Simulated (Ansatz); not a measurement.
Total energies of AlFH (`[F][AlH]`) radical.

Cartesian coordinates in Å:
```
F -1.131 -0.641 0.569
Al -0.121 0.566 0.054
H 1.252 0.076 -0.623
```

Charge 0, multiplicity 2. Geometry: relaxed with PBE0-D4/def2-TZVP. Basis def2-TZVPP, Ansatz 0.2.0.

RPA on PBE orbitals: Hartree–Fock energy of these orbitals -341.99915 Eh, correlation -0.51050 Eh (frozen core).

```
             functional  energy without D4 (Eh)  D4 term (kJ/mol)
            LDA (SPW92)              -341.24441                 –
                    PBE              -342.71211              -2.5
                 revPBE              -342.85928              -7.9
                   BLYP              -342.94691              -5.8
                 r2SCAN              -342.87791              -0.5
                 B97M-V              -342.84949                 –
                   PBE0              -342.73367              -2.1
                  B3LYP              -342.97193              -4.2
                r2SCANh              -342.87031              -0.6
                r2SCAN0              -342.85941              -0.6
HSE06 (plane-wave form)              -342.72341              -1.9
                  BHLYP              -342.91336              -3.3
              CAM-B3LYP              -342.93038              -2.1
                LC-ωPBE              -342.80671                 –
                ωB97X-V              -342.86627                 –
                ωB97M-V              -342.89913                 –
                 B2PLYP              -342.77827                 –
               PBE-QIDH              -342.63325                 –
```

B3LYP takes the VWN-RPA correlation (the form of Gaussian; ORCA's B3LYP/G). HSE06 is the plane-wave form, built on full-range PBE exchange. The double hybrids freeze the cores in their second-order part.

LC-ωPBE has ω = 0.4 bohr⁻¹.
